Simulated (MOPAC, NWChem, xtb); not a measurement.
# CH3B (SMILES B[CH]): the dipole moment, rung by rung

CH3B: 5 atoms, total charge 0, spin state triplet. As SMILES, `B[CH]`. The coordinates come from a GFN2-xTB relaxation.

```xyz
5

B    -0.3524   -0.4014   -0.0714
C     0.5075    0.7795   -0.1420
H    -0.3085   -1.1182    0.8668
H    -1.1046   -0.6727   -0.9314
H     1.2581    1.4128    0.2779
```

Quantity: the dipole moment, in D. The values are calculated.

```
                              level             kind  program  value (D)   CPU time
                           GFN2-xTB   semi-empirical      xtb       0.68  under 2 s
                               MNDO   semi-empirical    MOPAC       0.83  under 2 s
                                PM6   semi-empirical    MOPAC       0.64  under 2 s
                                PM7   semi-empirical    MOPAC       0.59  under 2 s
                          UHF/3-21G     Hartree–Fock   NWChem       0.95     0.76 s
                      UTPSSh/STO-3G  hybrid meta-GGA   NWChem       1.20      6.4 s
UB3LYP/6-31G* (spherical functions)    global hybrid   NWChem       1.11        8 s
UTPSSh/6-31G* (spherical functions)  hybrid meta-GGA   NWChem       1.15       14 s
UB3LYP/6-31G* (Cartesian functions)    global hybrid   NWChem       1.10      8.6 s
UPBE0/6-31G** (spherical functions)    global hybrid   NWChem       1.10       10 s
```

The values span 0.59 to 1.20 D. Magnitudes only. Sets without polarisation functions give poor dipoles. CPU times are rough (shared hosts, several kinds of processor and program).
